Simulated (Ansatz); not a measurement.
hydrogen cyanide (SMILES C#N) moved off its minimum; all values from Ansatz (a quantum-chemistry and plane-wave program), cores frozen in correlated methods.
(charge 0, multiplicity 1)
```xyz
3

C      0.02297     0.03125    -0.50327
N      0.05691     0.06960     0.66491
H     -0.04104     0.00373    -1.60438
```

**Question.** Give the forces (eV/Å), the total energy and the dipole at CCSD(T)/aug-cc-pVTZ.

**Answer.** 
```
atom      Fx      Fy      Fz
----  ------  ------  ------
C1    -0.122   0.021  -0.278
N2     0.009  -0.042  -0.970
H3     0.112   0.020   1.248
```
Energy -93.2801 hartree, dipole 3.05 D.
